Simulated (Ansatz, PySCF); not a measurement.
Gas-phase reaction in SMILES: [SH] (HS) -> [SH-] (an electron is taken up)
Each molecule is optimised on its own at B3LYP-D3(BJ)/def2-TZVP (Ansatz, a first-principles code).

Property: adiabatic electron affinity (0 K, with B3LYP-D3(BJ) harmonic zero-point energies from PySCF), positive where the reaction releases energy, in eV. Valence correlation only, unless marked. UHF or UKS for open shells. Spin-orbit coupling is left out. No relativistic terms. Anions need diffuse functions: aug- sets have them; def2-D sets add few; the other sets have none. CBS marks a two-point X^-3 extrapolation of the correlation energy; Hartree-Fock from the larger set.

CCSD(T)/CBS(aug-cc-pV(T+d)Z,aug-cc-pV(Q+d)Z) (Ansatz) gives 2.36 eV.

Question: Another calculation gave 2.25 eV. Which level was it?
A. BLYP/def2-TZVPD (Ansatz)
B. SVWN5/def2-TZVPD (Ansatz)
C. BHLYP/def2-TZVPD (Ansatz)

Answer: A, BLYP/def2-TZVPD (Ansatz). The others give 2.08 (BHLYP), 2.60 (SVWN5) eV.
